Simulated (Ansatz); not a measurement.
Energy profile

The step: CH₇AlSi ([CH3][AlH][SiH3]) → CH₃Al ([CH3][Al]) + SiH₄; bonds formed: Si2–H3; bonds broken: Al1–Si2, Al1–H3 (atoms numbered as in the saddle structure below).

```
10
angstrom
Al -0.4030 -0.7084 -0.5134
Si 0.7696 1.3118 -1.2453
H 0.5153 0.6408 0.3263
C -0.8699 -1.5206 1.2186
H -0.1896 2.4088 -0.9318
H 2.1660 1.5938 -0.8008
H 0.8810 1.2912 -2.7446
H -1.4418 -0.8156 1.8287
H 0.0358 -1.7748 1.7768
H -1.4631 -2.4269 1.0855
```

Electronic energies by CCSD(T) at an estimated basis limit (MP2 extrapolated from triple and quadruple zeta, plus CCSD(T) − MP2 in triple zeta), on PBE0-D4/def2-TZVP structures; CH7AlSi, closed shell; no counterpoise correction. Computed with Ansatz 0.2.0 (basis: def2-TZVPP and def2-QZVPP); correlated methods freeze the cores. Extrapolation: Hartree–Fock as exp(−7.88 √X), correlation as X^−2.97.

(1) Give the profile in kJ/mol, counted from the start structure. (An estimate is asked for; the value comes from the calculation.)

T1 diagnostic: at most 0.015. The restricted Hartree–Fock reference is unstable towards an unrestricted one at one or more of these structures.

Results:

(1) Computed:
| point | kJ/mol |
| --- | --- |
| start structure | 0.0 |
| saddle | 189.2 |
| end structure | 103.8 |
| separated: CH3Al (linked as [CH3][Al]; Al1, C4, H8, H9, H10; singlet) + SiH4 (Si2, H3, H5, H6, H7; singlet) | 107.3 |

Losses and insertions of silylenes and their heavier kin drive the gas-phase chemistry of silicon and germanium vapour deposition.

For scale, one of the runs: CCSD(T)/def2-TZVPP, 213 basis functions, launched by `ansatz run in.yaml --threads 2 --pin off --events-out ev --progress --plain --max-ram 4352MiB`. The run took 49 s on 2 CPU threads of an Intel Xeon Platinum 8488C (shared host), with 2.7 GiB of host memory at its peak.
